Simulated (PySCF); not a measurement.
**How well do the runs reproduce experiment for phosphorus pentafluoride?**

**Measured values to compare with.**

From Besley, J. Chem. Theory Comput. 2021, 17, 3644 (DFT calculations of core-electron binding energies at the K-edge of heavier elements), for the gas: P 1s binding energy of P2 2159.26 eV.

From Cunha, Hait, Kang, Mao, Head-Gordon, J. Phys. Chem. Lett. 2022, 13, 3438 (arXiv:2111.08405), for the gas: P 1s binding energy of P2 2159.4 eV.

The results are set against them at the end.

Compound: phosphorus pentafluoride, PF₅.
SMILES with atom numbers: `[F:1][P:2]([F:3])([F:4])([F:5])[F:6]`

Structure used (PBE0-D3(BJ)/def2-TZVP), in Å, numbered top down from 1:
```
atom  x, y, z in Å
F1     1.095   -0.432   -1.067
P2     0.004   -0.005   -0.008
F3     0.769    1.309    0.251
F4     0.325   -1.258    0.830
F5    -1.082   -0.068   -1.101
F6    -1.088    0.424    1.051
```

Runs made with PySCF (gas phase, on this PBE0-D3(BJ)/def2-TZVP geometry; non-relativistic but for the core-level run):

```
                                                                          level                            job  basis functions
delta-SCF UKS SCAN, pcX-3 on the ionised atom, pcseg-2 elsewhere, spin-free X2C  ΔSCF core ionisation, 5 holes              249
```

**Comparison with experiment**

**Core binding energies.** Delta-SCF UKS SCAN, pcX-3 on the ionised atom, pcseg-2 elsewhere, spin-free X2C in PySCF 2.14.0.

| level and atom | computed (eV) | measured (eV) | computed − measured (eV) |
| --- | --- | --- | --- |
| P 1s, P2 | 2158.73 | 2159.26 and 2159.4 | -0.53 |

Sources, in the order of the opening: Besley, J. Chem. Theory Comput. 2021, 17, 3644 (DFT calculations of core-electron binding energies at the K-edge of heavier elements); Cunha, Hait, Kang, Mao, Head-Gordon, J. Phys. Chem. Lett. 2022, 13, 3438 (arXiv:2111.08405). The computed values are vertical, without vibrational structure; measured positions hang on the energy calibration. 

The geometry is computed, not the measured one. Where a level misses, the cause wasn't examined.
